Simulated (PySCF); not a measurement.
Working out the electron affinity of F

F⁻ [Ne] (1S) → F [He] 2s2 2p5 (2P). All numbers are calculated (PySCF 2.14, scalar relativity by spin-free X2C-1e, in dyall-acv3z). Frozen: nothing; the 5 highest virtual orbitals dropped. Energies in hartree (1 hartree = 27.21139 eV):

| part | F⁻ (lower) | F (upper) |
| --- | --- | --- |
| UHF | -99.546039 | -99.503178 |
| MP2 opposite-spin | -0.271491 | -0.209790 |
| MP2 same-spin | -0.087086 | -0.058140 |

Q: What does Hartree-Fock give?

A: (-99.503178) − (-99.546039) = 0.042861 hartree = 1.166 eV.

Q: What do MP2 and SCS-MP2 (6/5 opposite-spin, 1/3 same-spin) give?

A: The opposite-spin parts differ by 1.679 eV and the same-spin parts by 0.788 eV. MP2: 1.166 + (1.679) + (0.788) = 3.633 eV. SCS-MP2: 1.166 + 1.2 × (1.679) + (0.788)/3 = 3.443 eV.

A first-order spin-orbit estimate adds -0.018 eV to MP2 (valence and next inner shell), giving 3.615 eV against 3.401 eV (measured; photodetachment measurements, as compiled on the Wikipedia data page of electron affinities).

What remains against the reference includes basis incompleteness and correlation beyond second order.
